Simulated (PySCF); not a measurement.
## How the method changes the constants of NO

State: ²Π (doublet), unpaired electrons π ↑. Set-up: basis N aug-cc-pVDZ, O aug-cc-pVDZ; no relativity; PySCF 2.14. De refers to N + O in their high-spin ground configurations, without counterpoise correction. The functionals are run spin-unrestricted. A positive dipole means N(−)O(+). Levels whose curve was spin-contaminated or gave no clean fit are not listed.

```
   Level  Re (Å)  ωe (cm⁻¹)  De (eV)  μ (D)
UHF-CCSD   1.161       1944     5.50    n/a
     PBE   1.166       1892     7.35   0.20
  PBEsol   1.162       1917     7.74   0.22
    PW91   1.165       1891     7.33   0.20
  r²SCAN   1.156       1959     6.48   0.14
   B3LYP   1.154       1975     6.59   0.12
    PBE0   1.148       2032     6.52   0.13
   HSE06   1.148       2029     6.49   0.13
```

(1) What does a quarter of exact exchange do here, going from PBE to PBE0?

(2) What does the step from GGA to meta-GGA do here, going from PBE to r²SCAN?

Correlated steps freeze 2 core orbitals. Correlated levels converge slowly with the basis: in double zeta they bind strong bonds too weakly, by up to about 1 eV, and carry superposition errors of some tenths. The state is the lowest determinant that a PBE0 search found; another state may lie lower at other levels.

Answers

(1) PBE0 less PBE: -1.8 pm in Re, +7.4 % in ωe, -0.83 eV in De. Exact exchange removes part of the self-interaction that spreads semilocal densities, and in most molecules shortens and stiffens the bond and lowers De; so it does here.

(2) r²SCAN less PBE: -1.0 pm in Re, +3.5 % in ωe, -0.87 eV in De.
